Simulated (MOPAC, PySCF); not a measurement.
C2H3N, SMILES `N#CC`, neutral singlet in the gas phase. 

Cartesian coordinates (Å):
SMILES: CC#N
```xyz
6

C     -0.4883     0.0014     0.0018
C      0.9709    -0.0027    -0.0036
N      2.1289    -0.0060    -0.0079
H     -0.8753    -0.6573    -0.7902
H     -0.8679    -0.3548     0.9714
H     -0.8683     1.0195    -0.1714
```
Charge 0, spin multiplicity 1.

All levels are single points at this geometry (B3LYP-D3(BJ)/def2-SVP); Pople sets use spherical d functions. Orbital energies aren't observables, and empty levels follow the basis.

```csv
level,HOMO (eV),LUMO (eV),gap (eV),dipole (D),"vertical IE, Delta-SCF (eV)"
B3LYP-D3(BJ)/def2-TZVP in PySCF,-9.19,0.44,9.63,4.01,12.20
PBE-D3(BJ)/def2-TZVP in PySCF,-8.07,-0.28,7.79,3.95,12.08
B3LYP/3-21G in PySCF,-8.98,1.25,10.23,3.60,–
B3LYP/6-311+G** in PySCF,-9.24,-0.33,8.91,4.06,–
BP86/6-31G* in PySCF,-7.86,0.02,7.89,3.77,–
M06-2X/6-31G* in PySCF,-10.59,2.37,12.96,3.81,–
PBE/6-31G* in PySCF,-7.76,0.13,7.89,3.74,11.96
SVWN5/6-31G* in PySCF,-7.90,-0.04,7.86,3.85,–
HF/3-21G in PySCF,-12.46,5.73,18.19,3.92,–
HF/6-31G* in PySCF,-12.42,5.47,17.89,4.08,10.90
HF/STO-3G in PySCF,-11.00,9.71,20.70,3.07,–
PM3 in MOPAC,-12.37,1.43,13.80,3.22,–
PM7 in MOPAC,-12.84,1.21,14.05,3.83,–
```
